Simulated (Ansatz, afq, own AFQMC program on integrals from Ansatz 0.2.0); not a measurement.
AFQMC on a folder of integrals that Ansatz 0.2.0 wrote.

```yaml
crystal:
  periodic: [false, false, false]
  atoms:
    - {symbol: Co, position_ang: [0.000000, 0.000000, 0.000000]}
basis:
  gaussian: {orbitals: def2-SVP}
total_charge: 1
magnetization: {spin_polarized: true, initial_magnetization: 4}
correlation: {method: ccsd_t, electrons: outside_noble_gas, hamiltonian_folder: ham}
```

```sh
$ ansatz run in.yaml --threads 1 --pin off --events-out ev --progress --plain --max-ram 1382MiB
```

Options of the walk:

```
--method free --trial cisd --walkers 110 --time-step 0.03 --max-blocks 80 --target-error 0.00034 --factor-cut 1e-05 --seed 9124 --times 0,0.3,0.6,1.2,1.8,2.4,3.6,4.8,6 --taylor-order 8
```

Times are imaginary, in 1/Eh. The walk had a cap of 504 s.

Output of the walk:

```
orbitals 22  electrons 6 2  factors 180 of 237
reference energy -1380.96737240 Eh
CCSD correlation -0.11781822 Eh in 8 cycles, weight of the determinant in the CISD state 0.9760
repeat  energy at the last time / Eh  error
    10  -1381.086859  0.000320
    20  -1381.087400  0.000305
    30  -1381.087776  0.000315
time / (1/Eh)  energy / Eh  error  mean overlap
  0.00  -1381.085192  0.000040  1.0244
  0.30  -1381.086892  0.000112  1.0202
  0.60  -1381.087270  0.000111  1.0139
  1.20  -1381.087511  0.000102  1.0174
  1.80  -1381.087660  0.000149  1.0040
  2.40  -1381.087151  0.000162  1.0154
  3.60  -1381.087247  0.000161  1.0171
  4.80  -1381.087075  0.000208  1.0321
  6.00  -1381.087813  0.000311  1.0258
energy -1381.087813 +/- 0.000311 Eh
```

The run passed its tests (error under three times the target), which doesn't prove that it has relaxed.

Against this walk (error 8.5 meV) on the same determinant: CCSD(T) 6.3 meV higher (within the noise), CCSDT(Q) 10.5 meV higher (within the noise), full CI 10.2 meV higher (within the noise). The error is statistical, and a free projection of finite length keeps a remainder of its start. The last points scatter (meV from the last: 4 ± 4 at 1.80, 18 ± 4 at 2.40, 15 ± 4 at 3.60, 20 ± 6 at 4.80, 0 ± 8 at 6.00); the last is the one printed as the energy, and the gaps above move with that scatter.

Cautions: remainder of the start not in the error; no relativity below Rb; outer-core shells of the metal frozen.

The walk took 59 s on 1 thread of Arm Neoverse V1 (shared host). The log's last line is the free-projection energy.

CCSDT and higher add their correlation energy to the determinant of the CCSD(T) run, since their own runs factorise the integrals more tightly (a shift of under 2 meV). A walk keeps the symmetry of its determinant, which the program's search chose and which needn't be the lowest solution, so a lower state of the same spin and another symmetry isn't excluded.
